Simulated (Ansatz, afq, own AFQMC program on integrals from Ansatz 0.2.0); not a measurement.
# B, doublet in def2-TZVPP, levels against full CI

A free B atom.

Basis def2-TZVPP. Noble-gas cores (and the filled d shells of Ga–Kr and In–Xe) are frozen. Integrals, coupled cluster, full CI and functionals: Ansatz 0.2.0; the random walks run on the same integrals in our own AFQMC program. The CISD trial takes its coefficients from CCSD amplitudes. Released means that phaseless walkers are propagated on without the constraint, phases kept. Uncertainties: one standard error, sampling alone.

Determinant: UHF, the one that the program's search chose, which needn't be the lowest solution.

Full CI on the same integrals is exact in this basis and with this determinant's frozen core.

```
T1 diagnostic                               : 0.0138
weight of the determinant in the CISD state : 0.931
⟨S²⟩ of the determinant                     : 0.761
size of the correlated space                : 3 electrons in 30 orbitals
```

(1) Estimate: order these by the size of their error in total energy against full CI, smallest first.
A. CCSD(T)
B. phaseless AFQMC with the Hartree–Fock trial
C. CCSD
D. MP2

(1) A (1.1 kJ/mol), C (4.6 kJ/mol), B (15.1 ± 0.8 kJ/mol), D (59.1 kJ/mol).

Reference: full CI, correlation energy -1.796 eV.

A walk keeps the symmetry of its determinant, which the program's search chose and which needn't be the lowest solution, so a lower state of the same spin and another symmetry isn't excluded.
